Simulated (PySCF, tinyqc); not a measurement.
Starting guesses with plain Roothaan steps: SCF starting guesses in the sto-6g basis, for LiH, spin multiplicity 1. Computed by the program tinyqc with PySCF. RHF with one setting changed at a time; a run stops when the energy changes by less than 1e-09 hartree and the error matrix is below 1e-5. Starts: the lowest orbitals of the core Hamiltonian, of the Wolfsberg-Helmholz matrix (K = 1.75), projected atomic densities, random orbitals, and the highest orbitals of the core Hamiltonian (a deliberately bad start).

Geometry (angstrom):

| atom | x | y | z |
|---|---|---|---|
| Li | 0.0000 | 0.0000 | 0.0000 |
| H | 0.0000 | 0.0000 | 3.1460 |

lowest restricted solution found by these runs and by PySCF = -7.784011 hartree

Largest element of the error matrix X^T (FDS - SDF) X:

| iteration | core | Wolfsberg-Helmholz | atomic densities | random | highest core orbitals |
|---|---|---|---|---|---|
| 1 | 2.1e-01 | 1.9e-01 | 4.7e-02 | 1.7e+00 | 1.6e-01 |
| 2 | 1.7e-01 | 6.7e-02 | 1.4e-01 | 1.8e-01 | 2.4e-01 |
| 3 | 1.4e-01 | 4.0e-02 | 9.2e-02 | 5.4e-02 | 1.7e-01 |
| 4 | 6.8e-02 | 1.6e-02 | 4.5e-02 | 3.0e-02 | 1.8e-01 |
| 5 | 3.8e-02 | 1.3e-02 | 2.5e-02 | 1.2e-02 | 1.8e-01 |
| 6 | 1.8e-02 | 5.7e-03 | 1.1e-02 | 1.0e-02 | 2.6e-01 |
| 8 | 4.3e-03 | 1.9e-03 | 2.8e-03 | 3.2e-03 | 1.8e-01 |
| 10 | 1.0e-03 | 5.9e-04 | 6.5e-04 | 9.6e-04 | 6.3e-02 |
| 14 | 5.7e-05 | 5.4e-05 | 3.8e-05 | 8.2e-05 | 4.0e-03 |
| 20 | - | - | - | - | 5.6e-05 |

How each run ends:

| run | iterations | E (hartree) | state |
|---|---|---|---|
| core | 17 | -7.784011 | lowest found |
| Wolfsberg-Helmholz | 18 | -7.784011 | lowest found |
| atomic densities | 17 | -7.784011 | lowest found |
| random | 18 | -7.784011 | lowest found |
| highest core orbitals | 23 | -7.784011 | lowest found |

What does the comparison show, and why?

5 of 5 runs reach the lowest restricted solution found, in 17 to 23 iterations (fastest: core, atomic densities). The first errors are 2e-01, 2e-01, 5e-02, 2e+00, 2e-01. The restricted reference is unstable here: a spin-polarised solution lies 0.0911 hartree lower (PySCF), so results built on it describe a poor reference.
